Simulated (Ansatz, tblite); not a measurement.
**The cluster Cu₂Ni: a ladder of methods and basis sets**

Aim: run the singlet of the cluster Cu₂Ni at one geometry on many levels, and compare frontier levels, spin and run time.

Computed with Ansatz 0.2.0, Gaussian basis. Level: as each input shows.

Levels to be run: GFN1-xTB, GFN2-xTB, PBE-D4/def2-TZVP, r2SCAN-D4/def2-TZVP, B97M-V/def2-TZVP, B3LYP-D4/def2-TZVP, LC-ωPBE/def2-TZVP, CAM-B3LYP-D4/def2-TZVP, ωB97M-V/def2-TZVP, PBE+5HF/def2-TZVP, PBE+10HF/def2-TZVP, PBE+15HF/def2-TZVP, PBE+35HF/def2-TZVP, PBE+50HF/def2-TZVP, PBE-D4/def2-SVP, PBE0-D4/def2-SVP, HF/STO-3G, HF/6-31G, B3LYP-D4/6-31G, PBE0-D4/def2-TZVPD, PBE-D4/def2-TZVPD, r2SCAN-D4/def2-TZVPD, CCSD(T)/def2-TZVPP, MP2/def2-TZVP, RPA/def2-TZVP.

### 1 The relaxed structure

The geometry is that of the singlet, from an earlier relaxation (PBE-D4/def2-TZVP). At that level it is the lowest of the isomers that a small search found.

3 atoms, charge 0, spin multiplicity 1.

Bond lengths: Ni1–Cu2 2.296 Å, Ni1–Cu3 2.296 Å, Cu2–Cu3 2.415 Å. Angles: Cu2–Ni1–Cu3 63.4°, Ni1–Cu2–Cu3 58.3°, Ni1–Cu3–Cu2 58.3°.

Coordinates:

```xyz
3
Cu2Ni
Ni    0.48205   -0.24588    1.18450
Cu    0.05072    1.28793   -0.46915
Cu   -0.53277   -1.04204   -0.71535
```

No spin-orbit coupling is included.

PBE0-D4/def2-TZVP was run before; its log isn't repeated, and its numbers join the tables.

### 2 GFN1-xTB

Tight binding, by tblite at 300 K electronic temperature and without a spin-polarisation term:

```python
tblite.interface.Calculator('GFN1-xTB', numbers, positions, charge=0, uhf=0).singlepoint()
```

Energy -356.8278 eV, HOMO -9.75 eV, LUMO -9.20 eV; 0.004 s.

### 3 GFN2-xTB

Tight binding, by tblite at 300 K electronic temperature and without a spin-polarisation term:

```python
tblite.interface.Calculator('GFN2-xTB', numbers, positions, charge=0, uhf=0).singlepoint()
```

Energy -342.5993 eV, HOMO -7.77 eV, LUMO -4.85 eV; 0.003 s.

### 4 PBE-D4/def2-TZVP

start.molden holds the orbitals of an earlier run on this state, given as this run's starting guess.

in.yaml

```yaml
crystal:
  periodic: [false, false, false]
  atoms:
    - {symbol: Ni, position_ang: [0.482052, -0.245885, 1.184498]}
    - {symbol: Cu, position_ang: [0.050722, 1.287928, -0.469150]}
    - {symbol: Cu, position_ang: [-0.532774, -1.042043, -0.715348]}
basis:
  gaussian: {orbitals: def2-TZVP, initial_orbitals: start.molden}
hamiltonian: {xc: pbe, dispersion: d4}
scf: {omitted_lower_state_checks: [starts]}
output: {orbitals: {seedname: orbitals}}
```

Started as:

```bash
ansatz run in.yaml --threads 4 --pin off --events-out ev --progress --plain --max-ram 3916MiB
```

Further steps of the session: r2SCAN-D4/def2-TZVP; B97M-V/def2-TZVP; B3LYP-D4/def2-TZVP; LC-ωPBE/def2-TZVP; CAM-B3LYP-D4/def2-TZVP; ωB97M-V/def2-TZVP; PBE+5HF/def2-TZVP; PBE+10HF/def2-TZVP; PBE+15HF/def2-TZVP; PBE+35HF/def2-TZVP; PBE+50HF/def2-TZVP; PBE-D4/def2-SVP; PBE0-D4/def2-SVP; HF/STO-3G; HF/6-31G; B3LYP-D4/6-31G; PBE0-D4/def2-TZVPD; PBE-D4/def2-TZVPD; r2SCAN-D4/def2-TZVPD; CCSD(T)/def2-TZVPP; MP2/def2-TZVP; RPA/def2-TZVP.

Before running them: what should the planned runs give, taken together? Wanted: gap in def2-TZVP, named functionals, smallest and largest; gap over the share of exact exchange; correlation energy, CCSD(T)/def2-TZVPP; correlation energy, MP2/def2-TZVP; binding an atom, functionals in def2-TZVP; PBE0 total energy, smallest basis above largest.

As calculated:

| quantity | value |
| --- | --- |
| gap in def2-TZVP, named functionals, smallest and largest | 0.11 eV (PBE-D4), 6.73 eV (LC-ωPBE) |
| gap over the share of exact exchange | 0.11 eV at 0, 4.09 eV at 0.5 |
| correlation energy, CCSD(T)/def2-TZVPP | -48.86 eV |
| correlation energy, MP2/def2-TZVP | -46.51 eV |
| binding an atom, functionals in def2-TZVP | 0.77 (CAM-B3LYP-D4) to 1.34 eV (PBE-D4) |
| PBE0 total energy, smallest basis above largest | 20.27 eV (def2-SVP, def2-TZVPD) |

Over the named functionals in def2-TZVP the gap runs from 0.11 eV (PBE-D4) to 6.73 eV (LC-ωPBE); exact exchange widens it. Raising the share of exact exchange from 0 to 0.5 moves the HOMO by -2.04 eV and the LUMO by +1.94 eV. Notes on CCSD(T)/def2-TZVPP and its Hartree-Fock reference, which MP2 shares: large T1 diagnostic, restricted state is unstable towards broken spin symmetry, state flagged by the program.
